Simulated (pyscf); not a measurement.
Elementary routes open to F–Ge•(F)–F + NH₃ in the gas phase (doublet surface):
A. F–GeH(F)–F + NH₂• (H–N broken; Ge–H formed)
B. H₂N–Ge(F)(F)–F + H• (H–N broken; Ge–N formed)

PySCF, gas phase, ωB97X-D3(BJ)/def2-SVP geometries.

Problem. Rank the routes by free-energy barrier at 900 K, lowest first, for ωB97M-D3(BJ)/def2-TZVP energies (ideal gas, 1 atm, RRHO with modes under 100 cm⁻¹ raised to 100, one conformer, R ln 2 for chiral ones without a mode under 150 cm⁻¹).

Solution. A (47.9 kcal/mol), B (55.1 kcal/mol)

Route A is the fastest of these, ahead of the next by 7.1 kcal/mol. The most stable products are those of B (ΔG = +19.9 kcal/mol), whose barrier is 7.1 kcal/mol higher: the kinetic and the thermodynamic product differ. At 298 K A is still the fastest. A: On the reactant side the descent ends in an adduct with a Ge–N contact (not fully relaxed), 18.0 kcal/mol under the separated species and 40.4 kcal/mol under the saddle at ωB97X-D3(BJ)/def2-TZVP. On the product side the descent ends in a bound adduct, 8.5 kcal/mol under the separated species and 9.1 kcal/mol under the saddle at ωB97X-D3(BJ)/def2-TZVP. B: On the reactant side the descent ends in an adduct with a Ge–N contact, 18.0 kcal/mol under the separated species and 46.9 kcal/mol under the saddle at ωB97X-D3(BJ)/def2-TZVP. Only these routes are compared; each barrier is that of the saddle found, and lower ones may exist. Elements up to Kr have no core potential and no relativistic terms here.
